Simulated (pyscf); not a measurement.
H₃Si–GeH₃ + HCl → H₃Si–GeH₂–Cl + H₂ (four-centre exchange; singlet surface; Ge–H, Cl–H broken, Cl–Ge, H–H formed). Single points on ωB97X-D3(BJ)/def2-SVP structures (PySCF, gas phase). Rate constants from transition-state theory, ωB97M-D3(BJ)/def2-TZVP energies (ideal gas, 1 atm, RRHO with modes under 100 cm⁻¹ raised to 100, one conformer, R ln 2 for chiral ones without a mode under 150 cm⁻¹; no tunnelling), k in cm³ molecule⁻¹ s⁻¹.

```json
[
 {"T (K)": "298", "1000/T": "3.354", "log10 k": "-40.27"},
 {"T (K)": "600", "1000/T": "1.667", "log10 k": "-26.32"},
 {"T (K)": "900", "1000/T": "1.111", "log10 k": "-21.56"},
 {"T (K)": "1200", "1000/T": "0.833", "log10 k": "?"}
]
```

Problem. Fit an Arrhenius line to the three values, give the activation energy, and predict k at 1200 K.

Solution. Least squares gives log10 k = -12.37 − 8.32 × 1000/T, so Ea = 8.32 × ln 10 × 1.987 = 38.1 kcal/mol, against an electronic barrier of 36.4. At 1200 K the line gives -19.30; the computed value is -19.08 (ΔG‡ = 75.2 kcal/mol), a factor 1.7 over the line, since the plot is curved. At the saddle there is also a short Ge–H contact that neither side keeps. This is the saddle that the search found; another between the same sides may lie lower. Elements up to Kr have no core potential and no relativistic terms here.
